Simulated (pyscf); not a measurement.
Thermochemistry of product channels of TeH₂ + silyl (SiH₃•) on the doublet surface, in kcal/mol, from CCSD(T)/def2-TZVPP + ΔMP2(QZVPP) energies (ideal gas, 1 atm, RRHO with modes under 100 cm⁻¹ raised to 100, one conformer, R ln 2 for rigid chiral ones). PySCF, gas phase, ωB97X-D3(BJ)/def2-SVP geometries. Correlated levels are frozen-core, on RHF or UHF. ΔMP2 is the change of the MP2 total energy from the triple- to the quadruple-zeta basis.

| products | ΔE | ΔH(298 K) | ΔG(298 K) | ΔG(600 K) |
|---|---|---|---|---|
| TeH• + silane (SiH₄) | -21.2 | -19.7 | -17.7 | -15.6 |
| H₃Si–TeH + H atom (H•) | +4.3 | +3.3 | +5.8 | +7.9 |

These are energies of the channels, which say nothing of barriers. The CCSD(T) − MP2 part came from Ansatz, without density fitting, on the same reference. The frozen core leaves the outer d or s,p core shells of the metals and heavy elements correlated in the MP2 and CC values, and def2-TZVPP describes them poorly, which can shift differences by a few kcal/mol. Left out: orbital degeneracy and the spin-orbit lowering of TeH, which is large for Br, Se, Te and I. Elements past Kr carry the def2 core potentials, without spin-orbit coupling.
